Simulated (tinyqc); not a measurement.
Hueckel theory of the pi electrons with the omega technique, for the molecule C=C([CH2-])F (SMILES; centres numbered as the heavy atoms are written), step by step. One step of it, computed by the program tinyqc.

Task: Omega technique, round 2. h_r = h_r(0) + omega q_r, omega = 0.6, with q_r = z_r - P_rr; 0.5 of the old diagonal is kept.

Hueckel matrix in units of beta (H = alpha + beta A), order 1C, 2C, 3C, 4F:
$$\begin{pmatrix}
0.000000 & 1.000000 & 0.000000 & 0.000000 \\
1.000000 & 0.000000 & 1.000000 & 0.700000 \\
0.000000 & 1.000000 & 0.000000 & 0.000000 \\
0.000000 & 0.700000 & 0.000000 & 3.000000
\end{pmatrix}$$

charge and bond-order matrix P, order 1C, 2C, 3C, 4F:
$$\begin{pmatrix}
1.495656 & 0.698861 & -0.504344 & -0.107497 \\
0.698861 & 1.031600 & 0.698861 & 0.148957 \\
-0.504344 & 0.698861 & 1.495656 & -0.107497 \\
-0.107497 & 0.148957 & -0.107497 & 1.977088
\end{pmatrix}$$

Centres:
```
centre  z_r, pi electrons of the neutral centre         h
1C                                            1  0.000000
2C                                            1  0.000000
3C                                            1  0.000000
4F                                            2  3.000000
```

Give: matrix after round 2.

Result:

matrix after round 2, order 1C, 2C, 3C, 4F:
$$\begin{pmatrix}
-0.2275 & 1.0000 & 0.0000 & 0.0000 \\
1.0000 & -0.0056 & 1.0000 & 0.7000 \\
0.0000 & 1.0000 & -0.2275 & 0.0000 \\
0.0000 & 0.7000 & 0.0000 & 3.0106
\end{pmatrix}$$
